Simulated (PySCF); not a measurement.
Compound: hydroxyfluoroborane, BFH2O.
Structure used (PBE0-D3(BJ)/def2-TZVP), in Å, numbered top down from 1:
```xyz
5
BFH2O angstrom
O      1.006   -0.108   -0.001
B     -0.331   -0.244   -0.011
F     -1.113    0.834   -0.015
H      1.295    0.812    0.001
H     -0.825   -1.328   -0.012
```

Computed, not measured: PBE0-D3(BJ)/def2-TZVP geometry optimisation, gas phase (PySCF).

Take the most abundant isotopes and a rigid rotor. The values belong to one conformer with, in the numbering `[OH:1][BH:2][F:3]`, H–O1–B2–F3 0°.

(1) What are A, B and C (MHz)?

(2) What kind of rotor is it?

(3) Is it planar, by Δ = Ic − Ia − Ib?

(4) List the rotational levels J(Ka,Kc) to J = 4 (MHz).

(5) Predict some low-J microwave lines.

Answers

(1) Ia = 7.88, Ib = 48.06, Ic = 55.94 u·Å²; 505379 MHz·u·Å²/I gives A = 64152, B = 10515, C = 9034 MHz.

(2) A near-prolate asymmetric top. Ray's parameter κ = (2B − A − C)/(A − C) = -0.946; −1 is the prolate and +1 the oblate limit.

(3) Planar: Δ = Ic − Ia − Ib = 0.00 u·Å². For a rigid frame Δ = −2 Σ m c², so it vanishes when all atoms lie in the ab plane; here none is more than 0.01 Å from it.

(4) Above 0(0,0):
J = 1: 1(0,1) 19549, 1(1,1) 73186, 1(1,0) 74666
J = 2: 2(0,2) 58615, 2(1,2) 110802, 2(1,1) 115244, 2(2,1) 276156, 2(2,0) 276186
J = 3: 3(0,3) 117140, 3(1,3) 167208, 3(1,2) 176092, 3(2,2) 334801, 3(2,1) 334952, 3(3,1) 606708, 3(3,0) 606708
J = 4: 4(0,4) 195032, 4(1,4) 242381, 4(1,3) 257185, 4(2,3) 412972, 4(2,2) 413425, 4(3,2) 684961, 4(3,1) 684964, 4(4,1) 1065550, 4(4,0) 1065550
The levels of one J sum to (2J + 1)J(J + 1)(A + B + C)/3.

(5) The dipole components are |μa| = 0.37 D, |μb| = 1.01 D, |μc| = 0.00 D; the mirror of this Cs structure is the ab plane, so μc vanishes by symmetry and there are no c-type lines. Intensities carry the squares of the components, which stand as 0.14 : 1.00 (a : b). Some lines, for components of 0.1 D or more:

```
type  branch         J(Ka,Kc)     MHz  lower level (cm⁻¹)
   a       Q  1(1,0) ← 1(1,1)    1481               2.441
   a       Q  3(1,2) ← 3(1,3)    8884               5.577
   a       R  2(1,2) ← 1(1,1)   37616               2.441
   a       R  2(0,2) ← 1(0,1)   39067               0.652
   a       R  3(0,3) ← 2(0,2)   58525               1.955
   a       R  3(2,2) ← 2(2,1)   58646               9.212
   a       R  3(2,1) ← 2(2,0)   58766               9.213
   b       R  2(1,2) ← 1(0,1)   91254               0.652
   b       Q  3(2,2) ← 3(1,3)  167593               5.577
   b       Q  3(3,0) ← 3(2,1)  271756              11.173
   b       R  3(3,1) ← 2(2,0)  330522               9.213
   b       R  3(3,0) ← 2(2,1)  330553               9.212
```

Whether it is a minimum is left open (no frequencies). Constants of a rigid frame at the computed geometry: no zero-point averaging, no centrifugal distortion. Quadrupole hyperfine structure (11B) is left out.
